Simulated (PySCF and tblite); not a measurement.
The numbers below are computed, except where a source is named.
# C4H10, numbered as in [CH3:1][CH2:2][CH2:3][CH3:4]: conformational analysis

Free energies: PBE0-D3(BJ)/def2-TZVP on PBE0-D3(BJ)/def2-SVP structures plus GFN2-xTB thermal terms, symmetry and mirror images included. Conformers within 4 kcal/mol (GFN2-xTB free energy) were kept, 5 at most. GIAO shieldings: PBE0/pcSseg-1. Shifts are against TMS (¹H), TMS (¹³C) at the same level. Codes: tblite and PySCF.

Torsions listed: C1–C2–C3–C4. Of a mirror pair one member is shown.

| conformer | shape | symmetry | E(GFN2) kcal/mol | E(DFT) kcal/mol | G(298.15 K) kcal/mol | weight % | dipole D |
| --- | --- | --- | --- | --- | --- | --- | --- |
| 1 | 180° | C2h | 0.00 | 0.00 | 0.00 | 61.5 | 0.00 |
| 2 | -65° | C2 (pair) | 0.57 | 0.62 | 0.28 | 38.5 | 0.11 |

Weights (%) against temperature:

```json
{"T (K)": "220", "1": "70.0", "2": "30.0", "S(mix) cal/mol/K": "1.63"}
{"T (K)": "260", "1": "65.1", "2": "34.9", "S(mix) cal/mol/K": "1.77"}
{"T (K)": "298.15", "1": "61.5", "2": "38.5", "S(mix) cal/mol/K": "1.86"}
{"T (K)": "340", "1": "58.4", "2": "41.6", "S(mix) cal/mol/K": "1.92"}
{"T (K)": "380", "1": "56.0", "2": "44.0", "S(mix) cal/mol/K": "1.97"}
```

Averaged shifts at 298.15 K. ¹H: 1.18 (H2/H3, 4H), 0.96 (H1/H4, 6H) ppm. ¹³C: 27.7 (C2/C3), 15.6 (C1/C4) ppm.

Coordinates of conformer 1 (Å):

```xyz
14

C     1.934   -0.247    0.312
C     0.535    0.199    0.706
C    -0.535   -0.199   -0.302
C    -1.934    0.246    0.092
H     1.990   -1.342    0.207
H     2.236    0.190   -0.654
H     2.684    0.054    1.060
H     0.275   -0.223    1.694
H     0.518    1.296    0.838
H    -0.518   -1.296   -0.434
H    -0.275    0.223   -1.290
H    -1.990    1.342    0.198
H    -2.684   -0.053   -0.657
H    -2.236   -0.191    1.058
```

Shifts are unscaled: against experiment ¹³C can be off by 15 ppm or more and ¹H by 0.8 ppm.

Search and properties took 45 s on 1 thread of Intel Xeon Platinum 8259CL @ 2.50GHz, on a host shared with other jobs (rough), launched as `OMP_NUM_THREADS=1 python ens_run.py task.json out`.
